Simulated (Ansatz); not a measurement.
Geometry optimisation, Ansatz, RKS PBE0/def2-SVP.

input.yaml

```yaml
crystal:
  periodic: [false, false, false]
  atoms:
    - { symbol: B, position_ang: [0.0, 0.0, 0.0] }
    - { symbol: H, position_ang: [0.0, 0.0, 1.54] }
    - { symbol: H, position_ang: [1.0305, 0.0, -0.595] }
    - { symbol: H, position_ang: [-1.0305, 0.0, -0.595] }
    - { symbol: Cl, position_ang: [0.0903, -2.0478, 0.6811] }
    - { symbol: H, position_ang: [0.0386, -0.8759, 1.6586] }
basis:
  gaussian: { orbitals: def2-SVP }
hamiltonian:
  xc: pbe0
relax:
  f_tol: 0.15
  max_steps: 25
  restrain:
    - { distance: [0, 4], at: 1.86, k: 30.0 }
    - { distance: [5, 1], at: 0.66, k: 30.0 }
    - { distance: [0, 1], at: 2.39, k: 30.0 }
    - { distance: [5, 4], at: 2.57, k: 30.0 }
output:
  orbitals: {}
```

Command:

```bash
$ ansatz run input.yaml --threads 1 --pin off --max-ram 2048MiB --backend cpu --events-out ev --progress --plain --runs-dir out
```

Problem. Where does it end, and by what steps?

Solution. The run converged. The restraints hold the end off the free minimum; the threshold counts their pulls, which the force column leaves out. Restrained pairs: B1–Cl5 (2.16 → 1.82 Å), H2–H6 (0.88 → 0.72 Å), B1–H2 (1.54 → 2.39 Å), Cl5–H6 (1.53 → 2.58 Å). After 7 steps the energy has fallen by 2.180 eV (the restraints' own energy left out); Cl5 moved furthest, 0.67 Å.

```
step  energy less start (eV)  largest force component (eV/Å)  accepted
   0                  0.0000                           3.602       yes
   1                 -0.3371                           4.586       yes
   2                 -1.2352                           4.248       yes
   3                 -2.0177                           2.728       yes
   4                 -2.1253                           2.235       yes
   5                 -2.1388                           1.278        no
   6                 -2.1686                           1.873       yes
   7                 -2.1805                           1.780       yes
```

```xyz
6
Properties=species:S:1:pos:R:3
B 0.021 -0.509 -0.294
H 0.019 0.273 1.964
H 1.071 0.053 -0.445
H -1.061 -0.012 -0.447
Cl 0.073 -2.291 0.061
H 0.006 -0.438 1.852
```

Run time: 10 s on 1 thread of Arm Neoverse V1 (shared host), peak memory 0.1 GiB.
